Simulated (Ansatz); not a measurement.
Level of theory: frozen-core CCSD(T)/cc-pVTZ // B3LYP-D3(BJ)/def2-TZVP in Ansatz (a quantum-chemistry and plane-wave program).

Ansatz 0.2 input:
```yaml
crystal:
  periodic: [false, false, false]
  atoms:
    - { symbol: O, position_ang: [-1.312117, 0.11679, 0.000008] }
    - { symbol: S, position_ang: [0.022823, -0.386992, 0.000002] }
    - { symbol: O, position_ang: [1.289295, 0.270203, -0.00001] }
basis:
  gaussian: { orbitals: cc-pVTZ }
correlation:
  method: ccsd_t
total_charge: 1
magnetization:
  spin_polarized: true
  initial_magnetization: 1
```

Output:

```
Functional definition: HF
575 factors; integrals over basis functions are off by at most 6.4e-4 eV
mean field evaluation 1: about -14873.9198 eV, gradient 4.4e1 eV
mean field evaluation 2: about -14873.9327 eV, gradient 4.4e1 eV
mean field evaluation 4: about -14880.4991 eV, gradient 2.8e0 eV
mean field evaluation 8: about -14880.6037 eV, gradient 3.0e-1 eV
mean field evaluation 16: about -14880.6077 eV, gradient 1.4e-2 eV
mean field evaluation 32: about -14880.7497 eV, gradient 9.1e-1 eV
mean field evaluation 64: about -14873.9198 eV, gradient 4.4e1 eV
mean field evaluation 96: about -14880.6359 eV, gradient 4.6e-1 eV
mean field evaluation 128: about -14876.4678 eV, gradient 1.3e1 eV
mean field evaluation 160: about -14880.6729 eV, gradient 4.2e-1 eV
mean field evaluation 192: about -14878.1677 eV, gradient 3.0e-2 eV
mean field evaluation 224: about -14880.3798 eV, gradient 2.3e-2 eV
mean field evaluation 256: about -14876.8995 eV, gradient 5.3e-3 eV
mean field evaluation 288: about -14877.6270 eV, gradient 1.2e-3 eV
mean field evaluation 320: about -14874.4866 eV, gradient 5.2e-2 eV
mean field evaluation 352: about -14874.5531 eV, gradient 1.6e-1 eV
mean field evaluation 384: about -14879.4610 eV, gradient 3.8e-1 eV
mean field evaluation 416: about -14880.5157 eV, gradient 1.4e0 eV
mean field evaluation 448: about -14871.3432 eV, gradient 1.5e1 eV
mean field -14880.77039825 eV, -546.8582255873 hartree, gradient 2.5e-6 eV, S^2 0.979559; 16 other end points of the search recorded, 0 dependent functions left out
determinant -14880.77039825 eV, -546.8582255873 hartree, with singles and doubles -14897.79615171 eV, -547.4839104866 hartree
determinant -14880.60769247 eV, -546.8522462603 hartree, with singles and doubles -14897.98167474 eV, -547.4907283320 hartree
determinant -14880.37985790 eV, -546.8438734940 hartree, with singles and doubles -14896.27601832 eV, -547.4280466149 hartree
determinant -14879.46699497 eV, -546.8103264002 hartree, with singles and doubles -14896.32691909 eV, -547.4299171835 hartree
determinant -14878.16780475 eV, -546.7625820401 hartree, with singles and doubles -14893.77915983 eV, -547.3362887577 hartree
determinant -14877.62701039 eV, -546.7427082140 hartree, with singles and doubles -14893.00302988 eV, -547.3077665079 hartree
determinant -14880.77039825 eV, -546.8582255873 hartree, with singles and doubles -14897.89244674 eV, -547.4874492636 hartree
determinant -14880.60769247 eV, -546.8522462603 hartree, with singles and doubles -14897.94150262 eV, -547.4892520338 hartree
7 core orbitals not correlated
reference -14880.60769247 eV, -546.8522462603 hartree; 9, 8 occupied and 78, 79 virtual orbitals, 575 factors
second order -17.60481987 eV of doubles, -0.00000000 eV of singles
cycle   1  -17.33381191 eV  change   -1.8e-6 eV  update   2.5e-6
perturbative correction -1.03749085 eV, -0.0381270855 hartree
Total energy: -14898.97899524 eV, -547.5273791843 hartree
```

Cost: roughly 70 core-seconds.
